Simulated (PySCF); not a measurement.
# C2Cl2O2 (oxalyl dichloride): the cost of one run

Programs: PySCF 2.14.0, with density-fitted response routines of our own. Each step states its level of theory. These are calculated values for one molecule in the gas phase, unless marked as measured. Atoms count from 0, in the outputs and in this text.

### Step 1. The molecule as given

6 atoms, charge 0, multiplicity 1; geometry from: GFN2-xTB.

Bonds of the start (Å): O0–C1 1.18, C1–Cl2 1.73, C1–C3 1.53, C3–O4 1.18, C3–Cl5 1.73.

### Step 2. Relaxing the molecule at PBE0-D3(BJ)/def2-SVP

What the job is given:

```
{"job": {"xc": "PBE0", "basis": "def2-SVP", "d3": "d3bj", "grid": 1, "kind": "geom"}, "charge": 0, "multiplicity": 1}
O     -0.928777     1.389783    -0.513094
C     -0.694311     0.288508    -0.145958
Cl    -1.916151    -0.904916     0.142677
C      0.695050    -0.287960     0.139404
O      0.930061    -1.388732     0.507388
Cl     1.917251     0.905307    -0.151991
```

The run is started by

```console
$ OMP_NUM_THREADS=1 python probes_run.py task.json out
```

This one command runs all jobs of the session in turn.

Q: Estimate the wall time and peak memory of this first job on 1 thread of Arm Neoverse V2, shared host.

About 21 s, with a peak of 0.38 GiB.
